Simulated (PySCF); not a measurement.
A series of substituents X on one scaffold: ethyl-X. All species are isolated molecules in the gas phase. One relaxed conformer stands for each flexible species; it need not be the lowest. Strings in code marks are SMILES.

These are B3LYP-D3(BJ)/def2-TZVP (PySCF) values and carry that method's errors. All candidates: neutral, multiplicity 1. B3LYP has the VWN-RPA correlation part, as in Gaussian. Excitations are Tamm–Dancoff values on a coarser integration grid. The basis has no diffuse functions, so Rydberg states are missing or too high.

```
Quantity               Result
-------------------  --------
S1 excitation (TDA)   7.66 eV
HOMO                 -8.06 eV
HOMO–LUMO gap         8.59 eV
```

**Question.** Identify which member has these values.
A) `BCC`
B) `CCC#N`
C) `CC`
D) `C[CH2][GeH3]`

**Answer.** D, `C[CH2][GeH3]`. The others give `BCC`: 5.70 eV, -8.62 eV, 7.11 eV; `CCC#N`: 7.73 eV, -9.09 eV, 9.26 eV; `CC`: 9.35 eV, -9.41 eV, 10.47 eV
